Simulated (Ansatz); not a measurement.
Question: Name a neutral molecule of C, Si and H with HOMO–LUMO gap (PBE0/def2-TZVPP) between 8.75 and 9.05 eV and ideal-gas entropy at 298 K and 1 bar (rigid rotor, harmonic PBE0-D4/def2-TZVP) between 320 and 336 J/(mol·K) (Ansatz, PBE0-D4/def2-TZVP geometry).

Answer: `CC(C)[SiH3]` (8.82 eV, 327 J/(mol·K)). Other molecules can fit too; these were computed, each in one conformer that needn't be the lowest.
